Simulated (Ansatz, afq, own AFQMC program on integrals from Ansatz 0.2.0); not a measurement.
**Where AFQMC and coupled cluster stand for CH3Cl, triplet**

```yaml
atoms:
  - { symbol: Cl, position_ang: [-0.7827, 0.0000, 0.0000] }
  - { symbol: H, position_ang: [0.5793, 0.0000, 0.0000] }
  - { symbol: C, position_ang: [1.8773, 0.0000, 0.0000] }
  - { symbol: H, position_ang: [2.2917, 0.0000, 0.9962] }
  - { symbol: H, position_ang: [2.2917, 0.0000, -0.9962] }
```

Connectivity, by distances: Cl ··· CH2, 1 bridging H.

Basis cc-pVTZ. Only valence electrons are correlated. Ansatz 0.2.0 and our own AFQMC program on the same integrals; the CISD trial comes from CCSD amplitudes, and released means the phaseless constraint is let go. Uncertainties: one standard error, sampling alone.

Determinant: UHF, the one that the program's search chose, which needn't be the lowest solution. The geometry is a point of a scan.

No full CI on the walks' own integrals is used here. The released AFQMC energy serves as the reference, which it does only where one determinant dominates, the energy is flat over the last release times and near the phaseless one (40 meV or 2 meV an electron, half that with transition metals). On small molecules, where full CI could be run and the noise was under 10 meV, such values lay within 10 meV of it in 19 cases of 20, a flattering rate, since the rule was set on those same cases; what remains of the bias isn't in the error bar.

Cautions: lower spins were not checked; the released value is read at 2.40 1/Eh with a noise of 11 meV, more than in the cases checked (meV from the phaseless value at times in 1/Eh: -2 ± 5 at 0.24, -2 ± 4 at 0.51, 0 ± 5 at 0.99, 3 ± 10 at 1.62, -1 ± 11 at 2.40).

The T1 diagnostic is 0.0133 and the weight of the determinant in the CISD state is 0.868. The ⟨S²⟩ of the determinant is 2.041 and the size of the correlated space is 14 electrons in 100 orbitals.

Reference: AFQMC with the constraint released, correlation energy -10.628 ± 0.011 eV.

```tsv
level	E − E(reference) (mEh)	share of correlation (%)
HF	390.58 ± 0.41	0.00
MP2	53.16 ± 0.41	86.39
CCSD	14.94 ± 0.41	96.18
CCSD(T)	1.52 ± 0.41	99.61
ph-AFQMC/HF	0.54 ± 1.48	99.86
ph-AFQMC/CISD	0.03 ± 0.47	99.99
```

A walk keeps the symmetry of its determinant, which the program's search chose and which needn't be the lowest solution, so a lower state of the same spin and another symmetry isn't excluded. Released energies are given only where the last usable release times agree within the noise; a slower fall can still hide under it.
